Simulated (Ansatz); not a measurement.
in.yaml

```yaml
crystal:
  periodic: [false, false, false]
  atoms:
    - {symbol: Al, position_ang: [0.000000, 0.036909, 1.300162]}
    - {symbol: P, position_ang: [0.000000, -0.071578, -1.089057]}
    - {symbol: H, position_ang: [0.000000, 1.211583, -1.337545]}
basis:
  gaussian: {orbitals: 6-31G, point_charges: [{charge: 1.00, position_ang: [3.368, -0.481, 0.858]}]}
magnetization: {spin_polarized: true, initial_magnetization: 3}
correlation: {method: bccd_t, electrons: valence}
accuracy: high
```

```sh
$ ansatz run in.yaml --threads 1 --pin off --events-out ev --progress --plain --max-ram 2393MiB
```

The program prints:

```
586 factors; integrals over basis functions are off by at most 2.9e-9 eV
mean field evaluation 1: about -15866.2230 eV, gradient 6.3e0 eV
mean field evaluation 2: about -15866.2287 eV, gradient 6.3e0 eV
mean field evaluation 4: about -15866.8862 eV, gradient 9.3e-1 eV
mean field evaluation 8: about -15866.9374 eV, gradient 5.3e-2 eV
mean field evaluation 16: about -15866.9374 eV, gradient 2.2e-8 eV
mean field evaluation 32: about -15866.9374 eV, gradient 5.7e-3 eV
mean field evaluation 64: about -15866.9362 eV, gradient 1.6e-1 eV
mean field evaluation 96: about -15864.9113 eV, gradient 7.7e-1 eV
mean field evaluation 128: about -15862.6049 eV, gradient 6.4e0 eV
mean field evaluation 160: about -15864.7507 eV, gradient 1.5e0 eV
...
cycle  22  -1.98464676 eV  change    4.7e-9 eV  update   2.5e-8
cycle  23  -1.98464656 eV  change    2.0e-7 eV  update   9.0e-8
cycle  24  -1.98464649 eV  change    7.0e-8 eV  update   4.4e-8
cycle  25  -1.98464647 eV  change    2.2e-8 eV  update   2.4e-8
cycle  26  -1.98464647 eV  change  -1.9e-10 eV  update   1.6e-8
cycle  27  -1.98464647 eV  change   4.8e-10 eV  update   9.8e-9
cycle  28  -1.98464647 eV  change   8.1e-10 eV  update   5.7e-9
cycle  29  -1.98464647 eV  change   8.7e-10 eV  update   3.5e-9
cycle  30  -1.98464647 eV  change   3.4e-10 eV  update   1.9e-9
cycle  31  -1.98464647 eV  change   6.1e-11 eV  update  8.9e-10
perturbative correction -0.03809551 eV, -0.0013999842 hartree
Total energy: -15868.96016954 eV, -583.1735298630 hartree
```

Ran on 1 thread of Arm Neoverse V2, shared host: 1.7 s wall, 0.16 GiB peak host memory.
